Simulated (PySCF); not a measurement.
# C3H3F: the cost of one run

Computed with PySCF 2.14.0, with density-fitted response routines of our own, on a single molecule in the gas phase. Atoms are numbered from 0 throughout.

## 1. The starting structure

7 atoms, charge 0, multiplicity 1; geometry from: PBE0-D3(BJ)/def2-SVP.

Bonds of the start (Å): F0–C1 1.37, C1–C2 1.47, C2–C3 1.31, C3–C1 1.47, C1–H4 1.10, C2–H5 1.09, C3–H6 1.09.

## 2. J couplings: B3LYP/def2-TZVP

The job: settings as JSON, then the geometry in Å.

```
{"job": {"kind": "j", "xc": "B3LYP", "basis": "def2-TZVP"}, "charge": 0, "multiplicity": 1}
F     -1.322955    -0.430021    -1.178800
C     -0.111625     0.009611    -0.703635
C      0.430089    -0.587111     0.522659
C     -0.052631     0.624393     0.626467
H      0.506613     0.328418    -1.554967
H      0.881632    -1.459317     0.990716
H     -0.298623     1.485421     1.244294
```

Method: B3LYP/def2-TZVP indirect spin-spin coupling, non-relativistic, gas phase.

Run with:

```
> OMP_NUM_THREADS=1 python probes_run.py task.json out
```

One launch serves the whole session: the jobs run in the order shown.

**Question.** How long does this first job take on 1 thread of Arm Neoverse V1, shared host, and how much memory does it need?

About 11 s, with a peak of 0.53 GiB.
